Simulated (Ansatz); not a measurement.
Mulliken charges of `O=CC(F)(F)Cl` from r2SCAN/def2-TZVPP in Ansatz (PBE0-D4/def2-TZVP geometry).

```tsv
atom	x (Å)	y (Å)	z (Å)	charge (e)
O1	0.255	-1.826	0.434	-0.227
C2	0.588	-0.700	0.246	0.120
C3	-0.383	0.375	-0.262	0.425
F4	-1.531	-0.141	-0.665	-0.134
F5	0.178	1.028	-1.289	-0.155
Cl6	-0.655	1.510	1.069	-0.089
H7	1.609	-0.313	0.422	0.059
```

**Question.** By hand: the dipole of these point charges (1 e Å = 4.8032 D).

**Answer.** Σ q r = (0.181, 0.197, 0.038) e Å, of length 0.270 e Å = 1.30 D.

**Question.** How does the dipole of the full density compare? (Best estimate.)

**Answer.** Ansatz gave: (0.253, 0.234, 0.035) e Å, 1.66 D; the point charges give 0.78 times that, at 5° from its direction.

Point charges leave out the atoms' own dipoles, such as those of lone pairs, and Mulliken's split depends on the basis, so the two needn't agree.
